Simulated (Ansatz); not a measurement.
C4H6O can be A, `CC1=C(O)C1`, or B, `C1=CCOC1`.

Calculated with Ansatz (gas phase, PBE0-D4/def2-TZVP geometries, no zero-point term in ΔE). CCSD(T)/CBS adds triple-zeta CCSD(T) − MP2 to the extrapolated MP2 energy (def2 sets, frozen cores). Functionals use def2-TZVPP. One conformer a species, not always the lowest.

A:

Z-matrix (Å, degrees):
```
C
C 1 1.469
H 1 1.095 2 111.0
H 1 1.094 2 111.0 3 -118.8
H 1 1.092 2 111.5 3 120.6
C 2 1.290 1 155.2 3 -120.4
C 2 1.529 1 142.8 3 59.5
O 6 1.332 2 152.9 1 -0.0
H 7 1.094 2 119.6 1 -73.7
H 7 1.094 2 119.6 1 73.8
H 8 0.964 6 108.9 2 -0.0
```

B:

```xyz
11

C     0.097    0.293   -1.067
C    -0.593    0.929   -0.135
C    -0.464    0.209    1.165
O     0.371   -0.903    0.892
C     0.750   -0.911   -0.474
H     0.194    0.574   -2.107
H    -1.173    1.834   -0.262
H    -1.435   -0.138    1.549
H    -0.008    0.834    1.946
H     1.846   -0.876   -0.557
H     0.415   -1.844   -0.949
```

Question: Which is lower in electronic energy at CCSD(T)/CBS, and by how much? (An estimate is asked.)

Answer: Computed: B, by 34.7 kcal/mol.

Question: Give E(B) − E(A) in kcal/mol with CCSD/def2-TZVPP, PBE-D4, ωB97M-V, CCSD(T)/def2-TZVPP, r2SCAN-D4, PBE0-D4, HF/def2-TZVPP. (Best estimate.)

Answer: The calculation gave: CCSD/def2-TZVPP -35.3, PBE-D4 -29.3, ωB97M-V -33.6, CCSD(T)/def2-TZVPP -34.7, r2SCAN-D4 -31.9, PBE0-D4 -31.7, HF/def2-TZVPP -38.2. None reverses the order clearly.

Largest T1 diagnostic: 0.011.

The D4 term adds −1.0 kcal/mol with B3LYP and −0.4 kcal/mol with PBE0; it sums over pairs of atoms, weighted by their polarisabilities, and B3LYP, whose exchange is more repulsive, gets the larger term. In def2-TZVPP, CCSD(T) changes the Hartree–Fock value by +3.4 kcal/mol (the triples alone add +0.6 kcal/mol) and MP2 by +6.2 kcal/mol.

B3LYP here is the variant with VWN-RPA as its local correlation; programs differ in this.
